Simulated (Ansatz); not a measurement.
## Ansatz (development build ahead of 0.2.0) run

```yaml
crystal:
  periodic: [false, false, false]
  atoms:
    - { symbol: "N", position_ang: [0.0, 0.0, 0.0] }
    - { symbol: O, position_ang: [0.0, 1.1, 0.47] }
    - { symbol: O, position_ang: [0.0, -1.1, 0.47] }
basis:
  gaussian: { orbitals: pcseg-2 }
magnetization:
  initial_magnetization: 1
hamiltonian:
  xc: hf
```

The input is written out in the form of the current development build from the run's settings.

Output:

- Converged: yes
- Total energy: -204.09779 hartree
- Spin squared of the determinant: 0.750
- Stability test: minimum among restricted orbitals
